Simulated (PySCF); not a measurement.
PySCF input file for BCl3, SMILES ClB(Cl)Cl, PBE0/pcSseg-2. Geometry: PBE0-D3(BJ)/def2-SVP. The isomer is the one that the SMILES or the coordinates give; other isomers of the formula were not compared.

```python
import numpy as np
from pyscf import gto, scf, dft
from pyscf.prop.nmr import rks as nmr

mol = gto.M(
    atom='''
    B     0.00000000   -0.00000000    0.00000000
    Cl    1.74172246   -0.00000000   -0.00000000
    Cl   -0.87086123   -1.50837590   -0.00000000
    Cl   -0.87086123    1.50837590   -0.00000000
    ''',
    basis='pcSseg-2',
    charge=0,
    spin=0,
    max_memory=1600,
    verbose=3,
)
mf = dft.RKS(mol, xc='pbe0').density_fit(auxbasis='def2-universal-jkfit')
mf.grids.level = 3
mf.conv_tol = 1e-10
mf.max_cycle = 100
mf.kernel()
n = nmr.NMR(mf)
n.verbose = 2
n.max_cycle_cphf = 60
sigma = n.kernel()
print('atom   isotropic/ppm   span/ppm')
for i, s in enumerate(sigma):
    w = np.linalg.eigvalsh((s + s.T) / 2)
    print(f'{mol.atom_symbol(i):2s}{i + 1:3d} {w.mean():14.3f} {w[2] - w[0]:11.3f}')
```

Output:

```
converged SCF energy = -1405.16215316943
atom   isotropic/ppm   span/ppm
B   1         46.354      38.344
Cl  2        653.794     411.263
Cl  3        653.797     411.258
Cl  4        653.797     411.258
```

Self-consistency was reached.
